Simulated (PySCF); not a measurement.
Gas-phase reaction: Al(CH₃)Cl₂ + Cl ⇌ AlCl₂ + CH₃Cl

Computed with PySCF and rigid-rotor harmonic-oscillator thermochemistry at 1 bar. † marks an energy on the PBE0/def2-TZVP geometry and frequencies. Open shells (unrestricted): Cl (multiplicity 2), AlCl₂ (multiplicity 2); the rest are closed-shell singlets. Spin-orbit splitting is ignored; it lowers the true energy and changes the entropy of Cl. B3LYP is the form with VWN-RPA correlation. Al(CH₃)Cl₂: computed as isolated molecules; such fragments, hydroxides, amides, oligomers or adducts are transient or little studied in the gas.

```json
[
 {"level": "B3LYP/def2-TZVP†", "ΔH°(298 K), kJ": "?"},
 {"level": "BLYP/def2-TZVP†", "ΔH°(298 K), kJ": "-15"},
 {"level": "PBE/def2-TZVP†", "ΔH°(298 K), kJ": "?"},
 {"level": "r2SCAN/def2-TZVP†", "ΔH°(298 K), kJ": "-14"},
 {"level": "LDA/def2-TZVP†", "ΔH°(298 K), kJ": "-46"},
 {"level": "ωB97M-V/def2-TZVP†", "ΔH°(298 K), kJ": "?"}
]
```

What belongs in the gaps?


- B3LYP/def2-TZVP†, ΔH°(298 K), kJ: -6
- PBE/def2-TZVP†, ΔH°(298 K), kJ: -29
- ωB97M-V/def2-TZVP†, ΔH°(298 K), kJ: 3
